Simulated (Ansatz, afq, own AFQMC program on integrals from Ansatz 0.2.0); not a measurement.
AFQMC on a folder of integrals that Ansatz 0.2.0 wrote.

```yaml
crystal:
  periodic: [false, false, false]
  atoms:
    - {symbol: O, position_ang: [0.000000, 0.000000, 0.000000]}
    - {symbol: S, position_ang: [0.000000, 0.000000, 1.642500]}
basis:
  gaussian: {orbitals: 6-31G}
total_charge: 1
magnetization: {spin_polarized: true, initial_magnetization: 3}
correlation: {method: ccsd_t, electrons: outside_noble_gas, hamiltonian_folder: ham}
```

```sh
$ ansatz run in.yaml --threads 1 --pin off --events-out ev --progress --plain --max-ram 1843MiB
```

Options of the walk:

```
--method phaseless --trial hf --walkers 360 --populations 1 --least-time 40 --time-step 0.005 --steps-per-block 20 --equilibration-blocks 112 --max-blocks 600 --target-error 0.0012000 --factor-cut 1e-05 --start spin_pure --seed 8430 --taylor-order 6
```

Times are imaginary, in 1/Eh. The walk had a cap of 514 s.

Output of the walk:

```
orbitals 16  electrons 7 4  factors 88 of 220
reference energy -471.84543639 Eh
CCSD correlation -0.13486312 Eh in 12 cycles, weight of the determinant in the CISD state 0.9106
energy of the start -471.845797 Eh
 block  time / (1/Eh)  mean weight  energy / Eh
     1     0.100  1.0013  -471.877459
     2     0.200  1.0008  -471.899375
     3     0.300  1.0007  -471.920029
     4     0.400  1.0012  -471.933103
     5     0.500  1.0009  -471.933153
     8     0.800  1.0002  -471.946977
    13     1.300  1.0002  -471.967738
    49     4.900  1.0006  -471.975369
    85     8.500  0.9996  -471.968326
   121    12.100  1.0001  -471.991991
   157    15.700  1.0005  -471.972323
   169    16.900  0.9983  -471.959621
   193    19.300  0.9996  -471.978766
   229    22.900  0.9995  -471.985013
   265    26.500  0.9999  -471.971065
   301    30.100  0.9996  -471.967050
   337    33.700  1.0005  -472.011050
   373    37.300  1.0002  -471.996115
   409    40.900  1.0009  -471.983588
   445    44.500  1.0001  -471.970187
   481    48.100  1.0006  -471.975856
   505    50.500  1.0006  -471.995247
blocks merged  error / Eh  count
     1  0.000567  400
     2  0.000720  200
     4  0.000881  100
     8  0.001004  50
    16  0.001160  25
    32  0.001278  12
energy -471.981105 +/- 0.001160 Eh
(rows thinned)
```

The run passed its tests (sampling time, drift between the halves within three errors, error under three times the target), which doesn't prove that it has relaxed.

Against this walk (error 31.6 meV) on the same determinant: CCSD(T) 56.6 meV lower (within the noise), CCSDT(Q) 94.6 meV lower, CCSDTQ 94.8 meV lower, full CI 95.6 meV lower, a separate phaseless walk with a CISD trial and standard settings 79.0 ± 32.3 meV lower. The error is statistical and leaves out the bias of the constraint. Full CI is exact here, so the walk's 96 meV above it is the walk's own error: the bias of the constraint with this trial.

Cautions: constraint bias not in the error; another spin lies lower.

The walk took 2.4 min on 1 thread of Arm Neoverse V1, with other jobs on the host. The log's last line is the phaseless energy.

CCSDT and higher add their correlation energy to the determinant of the CCSD(T) run, since their own runs factorise the integrals more tightly (a shift of under 2 meV). A walk keeps the symmetry of its determinant, which the program's search chose and which needn't be the lowest solution, so a lower state of the same spin and another symmetry isn't excluded.
